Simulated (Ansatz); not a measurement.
Basis-set extrapolation for C4H10S, SMILES `CC(C)CS` (PBE0-D4/def2-TZVP geometry, frozen core, Ansatz). Multiplicity 1, RHF reference.

```tsv
	def2-TZVPP	def2-QZVPP
HF	-554.898465	-554.917357
MP2 correlation	-0.890252	-0.949933
CCSD(T) correlation	-0.991748	not run
```

Energies in hartree. Use E(X) = E(∞) + A·exp(−7.88·√X) for Hartree–Fock and E(X) = E(∞) + B·X^(−2.97) for correlation, with X = 3 and 4, and add CCSD(T) minus MP2 of the smaller set to the MP2 limit.

What is the CCSD(T) energy at the basis-set limit?

HF limit: -554.917357 + (-0.018892) × 0.13774 = -554.91996. MP2 limit: -0.949933 + (-0.059681) × 0.74074 = -0.99414. Higher-order term: -0.991748 − (-0.890252) = -0.10150. Total: -556.01560 hartree, 3.41 eV below CCSD(T)/def2-TZVPP.
